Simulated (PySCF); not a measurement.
# C3O2 (Carbon suboxide): the cost of one run

The runs use PySCF 2.14.0, with density-fitted response routines of our own; the level of theory stands in each step. All values are computed, except where a source is named. Atoms count from 0, in the outputs and in this text.

### Step 1. The starting structure

5 atoms, charge 0, multiplicity 1; geometry from: GFN2-xTB. The atoms were then displaced at random by about 0.01 Å, so the start is not that level's minimum.

Bonds of the start (Å): O0–C1 1.14, C1–C2 1.26, C2–C3 1.31, C3–O4 1.13.

### Step 2. Relaxing the molecule at PBE0-D3(BJ)/def2-TZVP

What the job is given:

```
{"job": {"xc": "PBE0", "basis": "def2-TZVP", "d3": "d3bj", "grid": 2, "shake": 0.01, "kind": "geom"}, "charge": 0, "multiplicity": 1}
O     -2.111400    -0.221900     1.161470
C     -1.120500    -0.107050     0.614410
C     -0.018290    -0.002030     0.013990
C      1.151540     0.105850    -0.575340
O      2.132220     0.191160    -1.123550
```

Started as:

```sh
OMP_NUM_THREADS=1 python probes_run.py task.json out
```

The driver reads the jobs from task.json and runs them one after another.

**Question.** How long does this first job take on 1 thread of Arm Neoverse N1, shared host, and how much memory does it need?

About 1.8 min, with a peak of 0.56 GiB.
